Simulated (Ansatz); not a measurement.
# H2N–PH2, singlet: vertical spin and charge gaps

Geometry (PBE0/def2-TZVP stationary point for this spin, not checked as a minimum):

```yaml
atoms:
  - { symbol: N, position_ang: [-0.1717, 0.0000, 1.1589] }
  - { symbol: P, position_ang: [0.1133, 0.0000, -0.5688] }
  - { symbol: H, position_ang: [0.2780, -0.8098, 1.5725] }
  - { symbol: H, position_ang: [0.2780, 0.8098, 1.5725] }
  - { symbol: H, position_ang: [-0.8268, -1.0214, -0.8848] }
  - { symbol: H, position_ang: [-0.8268, 1.0214, -0.8848] }
```

Basis cc-pVTZ; Ansatz 0.2.0. Only valence electrons are correlated (noble-gas cores frozen). R marks a restricted (for open shells ROHF) determinant, U an unrestricted one.

Gaps are energies of the second state less the first, at fixed atoms, for a selection of the levels run; each method lands on the state that its own search finds for that charge and spin.

Removing an electron, to the doublet: 8.797 eV at UCCSDT(Q).

```json
{"level": "RHF", "gap (eV)": "8.318", "error (meV)": "-479"}
{"level": "UHF", "gap (eV)": "7.965", "error (meV)": "-832"}
{"level": "RCCSD", "gap (eV)": "8.834", "error (meV)": "37"}
{"level": "RCCSD(T)", "gap (eV)": "8.804", "error (meV)": "7"}
{"level": "BCCD(T)", "gap (eV)": "8.808", "error (meV)": "11"}
{"level": "RCCSDT", "gap (eV)": "8.805", "error (meV)": "8"}
{"level": "UCCSDT", "gap (eV)": "8.802", "error (meV)": "5"}
{"level": "B3LYP", "gap (eV)": "8.732", "error (meV)": "-65"}
{"level": "B2PLYP", "gap (eV)": "8.713", "error (meV)": "-84"}
{"level": "RPA-PBE", "gap (eV)": "8.927", "error (meV)": "130"}
```

Triplet less singlet: 4.404 eV at UCCSDT(Q).

```tsv
level	gap (eV)	error (meV)
RHF	4.488	84
UHF	4.275	-129
RMP2	4.451	47
UMP2	4.486	82
RCCSD	4.503	99
UCCSD	4.488	84
RCCSD(T)	4.428	24
UCCSD(T)	4.428	24
BCCD(T)	4.424	20
RCCSDT	4.417	13
UCCSDT	4.415	11
RCCSDT(Q)	4.407	3
PBE	3.948	-456
r2SCAN	4.033	-371
PBE0	4.150	-254
B3LYP	4.183	-221
wB97M-V	4.482	78
B2PLYP	4.295	-109
RPA-PBE	4.313	-91
```

Full CI isn't at hand for all of this; UCCSDT(Q) serves as the reference, and is uncertain by the last step of the cluster series or more. The frozen core follows each run's orbitals, which can shift R against U totals by a few meV.
